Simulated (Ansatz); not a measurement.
**Al2S+ (quartet): the correlation ladder, def2-TZVPP**

The task here is to estimate one member of a computed series from the others.

Program: Ansatz 0.2.0, Gaussian basis. Level of theory: def2-TZVPP, core rule «outside noble gas», up to 15 orbitals frozen. These are calculated values, not measurements.

The runs, in order: UHF; ROHF; CCSD(T) on UHF.

2 further runs of the same task are left out: 2 set aside as unsound or not needed.

### The system

The geometry is a PBE0/def2-TZVP stationary point (not a proven minimum) of the parent state, kept for this charge and spin.

3 atoms, charge 1, spin multiplicity 4.

Atoms are counted from 1 here; the program's logs count them from 0.

Bond lengths: Al1–S2 2.194 Å, S2–Al3 2.166 Å. Angles: Al1–S2–Al3 180.0°.

Set-up of the first run:

Contents of in.yaml:

```yaml
crystal:
  periodic: [false, false, false]
  atoms:
    - {symbol: Al, position_ang: [0.000000, 0.000000, 2.184700]}
    - {symbol: S, position_ang: [0.000000, 0.000000, -0.009600]}
    - {symbol: Al, position_ang: [0.000000, 0.000000, -2.175100]}
basis:
  gaussian: {orbitals: def2-TZVPP}
total_charge: 1
magnetization: {spin_polarized: true, initial_magnetization: 3}
hamiltonian: {xc: hf}
output: {orbitals: {seedname: orbitals}}
```

Run with:

```bash
$ ansatz run in.yaml --threads 1 --pin off --events-out ev --progress --plain --max-ram 4096MiB --backend cpu
```

Among the steps run: UHF; ROHF; CCSD(T) on UHF.

One table of the session follows, with a row left open; its other results are not shown here.

| method | from UCCSD(T) (meV) |
| --- | --- |
| ROHF | +7440.7 |
| UHF | +7344.9 |
| UMP2 | +1088.3 |
| UCCSD | ? |
| UCCSD(T) | 0 |

Q: Estimate the row for UCCSD from the others.

The run gave: from UCCSD(T) (meV): +453.9. In the column «from UCCSD(T) (meV)» it lies between UCCSD(T) (0) and UMP2 (+1088.3).
